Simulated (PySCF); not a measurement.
Molecule: SMILES O=C(C=C)CC, C5H8O.

Geometry (Å), atoms numbered from 1 in this order:
```xyz
14

C     2.6274    0.7154    0.0682
C     1.5496    0.2293    0.6696
C     0.2492    0.1316   -0.0364
O     0.1161    0.4168   -1.2034
C    -0.8916   -0.3496    0.8362
C    -2.2018   -0.4601    0.0704
H     2.5660    1.0458   -0.9566
H     3.5822    0.8008    0.5591
H     1.5731   -0.1080    1.6962
H    -0.9908    0.3524    1.6693
H    -0.6103   -1.3176    1.2599
H    -2.1008   -1.1770   -0.7405
H    -2.4638    0.5019   -0.3628
H    -3.0051   -0.7822    0.7285
```

Frames of a GFN2-xTB Langevin trajectory at 300 K; GIAO PBE0/pcSseg-1 shieldings in PySCF, gas phase, non-relativistic; equivalent atoms averaged within each frame.

Referencing at the same level of theory: TMS for 13C (σ = 186.93 ppm) and 1H (σ = 31.72 ppm); 17O (σ = 336.08 ppm) against H2O. The references are static minima.

How do the shifts (ppm) fluctuate along the trajectory?

Results:


```
         time (fs)     C3     C2     C1    C5    C6     O4    H9    H7    H8  H10/H11
optimised geometry  202.5  140.6  136.9  41.8   9.7  617.0  6.61  6.97  5.99     2.48
               250  209.7  144.8  119.4  37.1  10.6  633.5  6.59  6.47  4.53     2.59
               425  208.9  152.9  142.7  40.6  15.0  627.6  7.93  7.36  5.79     1.87
               625  200.5  151.6  148.8  42.1  10.0  614.3  6.87  8.34  6.82     2.61
               800  200.9  144.9  131.7  44.4   6.9  593.3  6.58  7.35  5.85     2.71
              1000  215.5  147.7  125.5  45.0   8.8  676.9  6.43  5.66  5.87     3.00
    mean of frames  207.1  148.4  133.6  41.8  10.3  629.1  6.88  7.04  5.77     2.56
standard deviation    6.4    3.7   12.1   3.2   3.0   30.9  0.61  1.01  0.82     0.42
```

5 frames give an uncertainty of the mean of about the standard deviation over 2.2 at best, since frames this close in time may not be independent; classical motion lacks zero-point vibration, and the reference would need the same averaging.
